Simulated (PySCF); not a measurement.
Species: C4H9O (doublet state).
Structure used (GFN2-xTB), in Å, numbered top down from 1:
```
atom  x, y, z in Å
C1    -1.6218   -0.1792    0.9606
C2    -0.7641    0.5536   -0.0840
C3     0.6794    0.5140    0.2352
C4     1.6853   -0.0416   -0.6995
O5     1.1894   -1.0566   -1.5474
H6    -2.6759   -0.0984    0.7063
H7    -1.4677    0.2535    1.9463
H8    -1.3563   -1.2332    1.0055
H9    -1.1072    1.5971   -0.1132
H10   -0.9323    0.1176   -1.0710
H11    1.0274    0.9538    1.1533
H12    2.0589    0.7315   -1.3924
H13    2.5585   -0.4085   -0.1327
H14    0.7258   -1.7039   -1.0041
```

The hyperfine couplings belong to this conformer and change with its torsions.

The species is `CC[CH]CO` [radical].

Level of theory: PySCF 2.14.0, UKS B3LYP, pcH-1 on C H O, non-relativistic, mean-field spin-orbit, GIAO. Isolated species at its GFN2-xTB geometry (one conformer only). Couplings are sensitive to structure, and on GFN2-xTB geometries they can be far from those on DFT ones. Stability of the SCF solution: not tested.

Principal values of hyperfine tensors in MHz (contact and dipolar terms together), for some of the nuclei:

```json
{"atom": "H12", "isotope": "1H", "A1": "133.89", "A2": "138.23", "A3": "148.10"}
{"atom": "H9", "isotope": "1H", "A1": "103.18", "A2": "105.30", "A3": "117.20"}
{"atom": "C1", "isotope": "13C", "A1": "64.99", "A2": "65.18", "A3": "77.15"}
{"atom": "H11", "isotope": "1H", "A1": "-98.63", "A2": "-61.33", "A3": "-22.95"}
{"atom": "H13", "isotope": "1H", "A1": "50.17", "A2": "51.57", "A3": "65.63"}
{"atom": "C4", "isotope": "13C", "A1": "-38.84", "A2": "-37.10", "A3": "-33.60"}
{"atom": "C2", "isotope": "13C", "A1": "-32.99", "A2": "-30.30", "A3": "-28.53"}
{"atom": "O5", "isotope": "17O", "A1": "-22.10", "A2": "-12.45", "A3": "-10.96"}
```

**Question.** Give the isotropic coupling of each nucleus in MHz and in mT (g = 2.0025), and the anisotropic part.

**Answer.** a_iso is a third of the trace, T = A − a_iso, and a(mT) = a(MHz)/(g × 13.996).

```
atom  a_iso (MHz)  a_iso (mT)      T1     T2     T3
 H12       140.07       4.998   -6.18  -1.85   8.03
  H9       108.56       3.873   -5.38  -3.26   8.64
  C1        69.11       2.466   -4.11  -3.93   8.04
 H11       -60.97      -2.175  -37.66  -0.36  38.02
 H13        55.79       1.991   -5.62  -4.22   9.84
  C4       -36.51      -1.303   -2.33  -0.59   2.91
  C2       -30.61      -1.092   -2.39   0.31   2.08
  O5       -15.17      -0.541   -6.93   2.72   4.21
```

**Question.** What spin density at the nucleus of H9 lies behind its contact coupling (g_N = 5.58569)?

**Answer.** a_FC = (2μ0/3) gₑ μB g_N μN ρ(0)/(2S·h) = 800.24 MHz × g_N × ρ(0)/(2S), with ρ in bohr⁻³. With a_FC = 108.56 MHz and 2S = 1, ρ(0) = 0.02429 bohr⁻³. In magnitude that is 7.6 % of the 1/π = 0.318 of a free hydrogen atom.

**Question.** C3 (13C, g_N = 1.40482) isn't in the table. Its spin density at the nucleus is 0.07895 bohr⁻³. What is its contact coupling?

**Answer.** By the same relation, a_FC = 88.8 MHz. Its full tensor has the principal values 9.59, 10.32, 246.36 MHz.

**Question.** Which nucleus of the table has the largest anisotropic coupling, and what is its form?

**Answer.** H11: -37.7, -0.4, 38.0 MHz, rhombic: the two smaller values differ by 98 % of the largest.

**Question.** What first-order splitting does C1 cause when the field lies along A1, A2 or A3 of its tensor (g taken as isotropic, no quadrupole term)?

**Answer.** 2 lines (I = 1/2), spaced by |A_i|/(g × 13.996): 2.32, 2.33, 2.75 mT along the axes of A1, A2 and A3.

On Arm Neoverse V1, one thread, shared host, this took 32 s (with the writing of density and orbital grids) and 0.85 GiB of memory at its peak.
